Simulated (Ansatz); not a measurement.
We consider corundum Cr2O3, described by PBE in Ansatz (PAW).

Run with plane-wave cutoff 520 eV, 8×8×8 k mesh, spin-polarised with opposed moments, scalar-relativistic PAW data made under PBE.

Computed at the level's own relaxed cell.

Hill averages of the elastic tensor: K = 207.4 GPa, G = 99.6 GPa. Volume 9.718 Å³/atom, mean atomic mass 30.398 u.

Q: Work out the density, the sound velocities of a polycrystal and the elastic Debye temperature at this level.

A: ρ = 1.66054 × 30.398/9.718 = 5.194 g/cm³. v_l = √[(K + 4G/3)/ρ] = 8.093 km/s and v_t = √(G/ρ) = 4.379 km/s. The mean follows from 3/v_m³ = 1/v_l³ + 2/v_t³: v_m = 4.887 km/s. Θ_D = (ħ/k_B) v_m (6π²/V)^(1/3) = 76.38 K Å s/km × 4.887 × 1.8265 Å⁻¹ = 682 K, counting all atoms of the cell.

Measured, for comparison: Voigt–Reuss–Hill shear modulus 123 GPa (temperature not stated, no zero-point or thermal correction, Hill average of measured single-crystal constants; as tabulated in Oses et al. (2018), arXiv:1811.08464). Computed (rounded) less measured: Voigt–Reuss–Hill shear modulus -19 %.

Ansatz is an electronic-structure program.
